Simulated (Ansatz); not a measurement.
Input file:

```yaml
crystal:
  periodic: [false, false, false]
  atoms:
    - {symbol: Ge, position_ang: [-0.015433, -0.009008, 2.208573]}
    - {symbol: Si, position_ang: [-0.016266, -0.025151, -0.115480]}
    - {symbol: S, position_ang: [0.031698, 0.034159, -2.093093]}
basis:
  gaussian: {orbitals: def2-SVP, fitting: {mean_field: def2-universal-jkfit}}
magnetization: {spin_polarized: false, initial_magnetization: 2}
hamiltonian: {xc: hf}
output: {orbitals: {seedname: orbitals}}
```

```sh
$ ansatz run in.yaml --threads 1 --pin off --events-out ev --progress --plain --max-ram 2393MiB
```

Output:

```
522 factors; integrals over basis functions are off by at most 3.2e-2 eV
mean field evaluation 1: about -75137.8337 eV, gradient 1.7e1 eV
mean field evaluation 2: about -75138.1057 eV, gradient 1.7e1 eV
mean field evaluation 4: about -75139.5771 eV, gradient 7.1e-1 eV
mean field evaluation 8: about -75097.2563 eV, gradient 7.8e1 eV
mean field evaluation 16: about -75136.8245 eV, gradient 4.7e-1 eV
mean field evaluation 32: about -75133.5930 eV, gradient 3.6e0 eV
mean field -75139.58080109 eV, -2761.3286630030 hartree, gradient 2.1e-5 eV, S^2 2.000000; 5 other end points of the search recorded, 0 dependent functions left out
reference -75139.58080109 eV, -2761.3286630030 hartree; 32, 30 occupied and 36, 38 virtual orbitals, 522 factors
Total energy: -75139.58080109 eV, -2761.3286630030 hartree
```

Ran on 1 thread of Arm Neoverse N1, shared host: 8 s wall, 0.2 GiB peak host memory.
